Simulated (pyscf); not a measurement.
`[Cl][Ge]([Cl])[Cl]` [doublet] + `[H][H]` -> `[Cl][GeH]([Cl])[Cl]` + `[H]` [doublet], a hydrogen abstraction (doublet surface; H–H broken, Ge–H formed). Single points on ωB97X-D3(BJ)/def2-SVP structures (PySCF, gas phase). Energies in kcal/mol from the separated reactants.

GFN2-xTB: tblite. Open shells are spin-unrestricted. 

Question: In single points GFN2-xTB puts the saddle at 19.0 kcal/mol and the reaction energy at +21.9 kcal/mol. Should these be trusted to within a few kcal/mol? Compare with ωB97M-D3(BJ)/def2-TZVP.

Answer: ωB97M-D3(BJ)/def2-TZVP gives ΔE‡ = 27.5 kcal/mol and ΔE = +24.9 kcal/mol. GFN2-xTB lies 8.6 kcal/mol under it in the barrier and 3.0 kcal/mol under it in the reaction energy, so on this step it does not hold to within 3.0 kcal/mol. At GFN2-xTB this geometry lies under one side, so its ΔE‡ may be no barrier of that level. ωB97M-D3(BJ)/def2-TZVP has limits of its own. This is the saddle that the search found; another between the same sides may lie lower. The angle at the transferred H is 180°. In the def2 sets elements up to Kr have no core potential.
